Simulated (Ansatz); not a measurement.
Geometry optimisation, Ansatz 0.2.0, RKS B3LYP/def2-SVPD.

The input (input.yaml):

```yaml
crystal:
  periodic: [false, false, false]
  atoms:
    - { symbol: B, position_ang: [-1.1892, 0.7191, -1.27085] }
    - { symbol: Si, position_ang: [0.45079, 0.6149, -0.21417] }
    - { symbol: S, position_ang: [0.0207, -1.12212, 1.49227] }
    - { symbol: H, position_ang: [-1.97493, -0.14538, -1.28061] }
    - { symbol: H, position_ang: [-1.40759, 1.65867, -1.92796] }
    - { symbol: H, position_ang: [0.86108, 1.58234, 0.80666] }
    - { symbol: H, position_ang: [-0.35679, 0.35962, -0.53141] }
    - { symbol: H, position_ang: [0.44227, -2.22028, 0.86159] }
    - { symbol: H, position_ang: [1.13069, -1.03319, 2.22693] }
total_charge: 1
basis:
  gaussian: { orbitals: def2-SVPD }
hamiltonian:
  xc: b3lyp
relax:
  f_tol: 0.02
  max_steps: 50
```

Launched with:

```bash
$ ansatz run input.yaml --threads 2 --pin off --max-ram 3072MiB --backend cpu --events-out ev --progress --plain --runs-dir out
```

Problem. Where does it end, and by what steps?

Solution. It converged. Limits of this set-up: the dipole of an ion depends on the origin. After 19 steps the energy has fallen by 10.859 eV; H7 moved furthest, 1.23 Å. The start is strongly strained (largest force component 40 eV/Å).

```tsv
step	energy less start (eV)	largest force component (eV/Å)	accepted
0	0.0000	40.397	yes
1	-6.4743	13.736	yes
2	-8.9591	5.241	yes
3	-9.9696	1.170	yes
4	-10.3318	0.827	yes
5	-10.5393	0.847	yes
6	-10.7011	0.625	yes
7	-10.7386	0.793	yes
8	-10.7751	0.804	yes
9	-10.8346	0.242	yes
10	-10.8472	0.155	yes
11	-10.8302	0.437	no
12	-10.8532	0.034	yes
13	-10.8558	0.079	yes
14	-10.8574	0.055	yes
15	-10.8583	0.026	yes
16	-10.8576	0.096	no
17	-10.8585	0.023	yes
18	-10.8584	0.056	no
19	-10.8586	0.003	yes
```

```xyz
9
Properties=species:S:1:pos:R:3
B -1.134 0.597 -1.326
Si 0.354 0.555 -0.111
S 0.099 -1.192 1.480
H -1.760 -0.407 -1.479
H -1.119 1.571 -2.020
H 0.989 1.558 0.784
H -1.260 1.020 -0.010
H 0.525 -2.227 0.705
H 1.284 -1.061 2.138
```

The run took 54 s on 2 threads of Arm Neoverse V1 (shared host), peak memory 0.25 GiB.
